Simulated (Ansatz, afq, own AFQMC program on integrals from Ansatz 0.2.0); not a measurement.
Two steps: Ansatz 0.2.0 writes the Fock matrix and Cholesky factors of the valence space, and afq projects on them the lowest state that overlaps trial and start.

```yaml
crystal:
  periodic: [false, false, false]
  atoms:
    - {symbol: Si, position_ang: [0.000000, -0.050740, 0.000000]}
    - {symbol: H, position_ang: [0.000000, 0.706913, -1.278374]}
    - {symbol: H, position_ang: [0.000000, 0.706912, 1.278374]}
basis:
  gaussian: {orbitals: cc-pVDZ}
total_charge: 1
magnetization: {spin_polarized: true, initial_magnetization: 1}
correlation: {method: ccsd_t, electrons: outside_noble_gas, hamiltonian_folder: ham}
```

```sh
$ ansatz run in.yaml --threads 1 --pin off --events-out ev --progress --plain --max-ram 24576MiB --backend cuda --devices 0, --max-vram 18GiB
```

afq runs on the folder ham with

```
--method phaseless --trial hf --walkers 4000 --populations 20 --least-time 40 --time-step 0.005 --steps-per-block 20 --equilibration-blocks 112 --max-blocks 4000 --target-error 0.0007 --factor-cut 1e-05 --start spin_pure --seed 6472 --taylor-order 6
```

Times are imaginary, in 1/Eh. The walk had a cap of 49 s. With eight or more populations the least sampling time is a fifth of least-time, and the error comes from their spread.

afq prints:

```
orbitals 23  electrons 3 2  factors 160 of 271
reference energy -289.72807941 Eh
CCSD correlation -0.08238020 Eh in 10 cycles, weight of the determinant in the CISD state 0.9449
energy of the start -289.728168 Eh
 block  time / (1/Eh)  mean weight  energy / Eh
     1     0.100  1.0004  -289.741940
     2     0.200  1.0003  -289.752706
     3     0.300  1.0005  -289.761997
     4     0.400  1.0006  -289.769522
     5     0.500  1.0004  -289.775738
     8     0.800  1.0003  -289.789345
    13     1.300  1.0001  -289.799834
    25     2.500  1.0000  -289.808029
    37     3.700  1.0001  -289.812255
    49     4.900  0.9998  -289.811754
    61     6.100  1.0000  -289.812971
    73     7.300  1.0000  -289.812282
    85     8.500  0.9998  -289.809517
    97     9.700  1.0000  -289.812294
   109    10.900  0.9999  -289.813002
   121    12.100  1.0000  -289.813065
   133    13.300  1.0001  -289.813411
   141    14.100  1.0000  -289.815565
   145    14.500  0.9994  -289.814968
   157    15.700  0.9997  -289.810237
   169    16.900  0.9999  -289.811233
   181    18.100  1.0000  -289.811984
   189    18.900  0.9998  -289.813006
error from the spread of 20 populations
energy -289.812403 +/- 0.000469 Eh
(rows thinned)
```

The run passed its tests (sampling time, drift between the halves within three errors, error under three times the target), which doesn't prove that it has relaxed.

Against this walk (error 12.8 meV) on the same determinant: CCSD(T) 15.3 meV higher (within the noise), CCSDT(Q) 0.2 meV higher (within the noise), CCSDTQ 0.2 meV higher (within the noise), full CI 0.2 meV higher (within the noise), a separate phaseless walk with a CISD trial and standard settings 3.6 ± 12.8 meV higher (within the noise). The error is statistical and leaves out the bias of the constraint.

Cautions: constraint bias not in the error.

The walk took 12 s on 1 × NVIDIA H100 80GB HBM3 with 2 threads of AMD EPYC 7R13 Processor (Zen 3) (shared host) (the card was shared). The log's last line is the phaseless energy.

CCSDT and higher add their correlation energy to the determinant of the CCSD(T) run, since their own runs factorise the integrals more tightly (a shift of under 2 meV). A walk keeps the symmetry of its determinant, which the program's search chose and which needn't be the lowest solution, so a lower state of the same spin and another symmetry isn't excluded.
